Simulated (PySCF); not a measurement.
**MgF: bond curves at several levels of theory**

What are the lowest state that PBE0 finds, the bond length, vibrational wavenumber and bond energy of MgF, and how much do these hang on the method?

Method: Mg aug-pcseg-1, F aug-pcseg-1, no relativity; program: PySCF 2.14.0.

### Step 1. Input

A driver script around PySCF takes these settings:

| Item | Value |
| --- | --- |
| atoms | Mg, F |
| charge | 0 |
| basis | Mg aug-pcseg-1, F aug-pcseg-1 |
| Hamiltonian | no relativity |
| basis functions | 37 |
| electrons treated | 21 |
| masses in u | 23.9850, 18.9984 |
| levels | PBE0, PBE, r²SCAN, LDA, PBEsol, revPBE, HSE06, HF, MP2, SCS-MP2, CCSD, CCSD(T) |
| grid | 80 radial by 434 angular points |
| occupations | held fixed by the projection of orbital angular momentum |
| dissociation limit | Mg + F, each in its ground configuration |
| starting distance in angstrom | 1.970 |
| values of 2S to try | 1, 3 |

Command:

```
$ OMP_NUM_THREADS=1 python dia.py task.json out
```

The runs that follow: The PBE0 curve of the state that the search chose; Excited determinants; PBE (GGA); r²SCAN; LDA (local density); PBEsol; revPBE (GGA); HSE06 (range-separated hybrid); UHF; Correlated methods on the Hartree–Fock reference.

Before running it: what results should come out? Wanted: for each run, Re; ωe; De; μ.

The runs gave:

Lowest PBE0 solution found, without spin–orbit coupling: ²Σ⁺ (doublet), unpaired electrons σ ↑. The other levels ran on it alone.

```csv
level,Re (Å),ωe (cm⁻¹),De (eV),μ (D)
UHF,1.762,740,3.60,-3.26
UHF-MP2,1.793,691,5.15,n/a
UHF-SCS-MP2,1.791,694,4.88,n/a
UHF-CCSD,1.786,704,4.45,n/a
UHF-CCSD(T),1.789,697,4.51,n/a
LDA,1.774,695,5.32,-3.35
PBE,1.799,667,4.73,-3.30
PBEsol,1.789,678,4.97,-3.29
revPBE,1.809,656,4.58,-3.28
r²SCAN,1.781,700,4.86,-3.28
PBE0,1.779,700,4.55,-3.32
HSE06,1.779,699,4.55,-3.34
```

De is counted to Mg + F in their ground configurations. A positive dipole means Mg(−)F(+).

Differences from CCSD(T) in the same basis:

```
      level  Re (mÅ)  ωe (%)
        UHF      -27    +6.2
    UHF-MP2       +4    -0.8
UHF-SCS-MP2       +2    -0.4
   UHF-CCSD       -3    +1.0
        LDA      -15    -0.4
        PBE      +10    -4.3
     PBEsol        0    -2.8
     revPBE      +20    -5.9
     r²SCAN       -8    +0.4
       PBE0      -10    +0.5
      HSE06      -10    +0.3
```

**Reading.** Against CCSD(T) in the same basis, the bond length is nearest at PBEsol (0 mÅ) and farthest at UHF (-27 mÅ); the wavenumber is nearest at HSE06 (+0.3 %) and farthest at UHF (+6.2 %). Hartree–Fock makes the bond too short and too stiff against this reference, as it mostly does. PBE gives a bond that is too long and too soft, as GGAs tend to. CCSD(T) in a basis this small is itself some way from its limit, more so than the functionals. Among the levels with a De in the table, it runs from 3.60 eV (UHF) to 5.32 eV (LDA).

Correlated steps freeze 2 core orbitals.
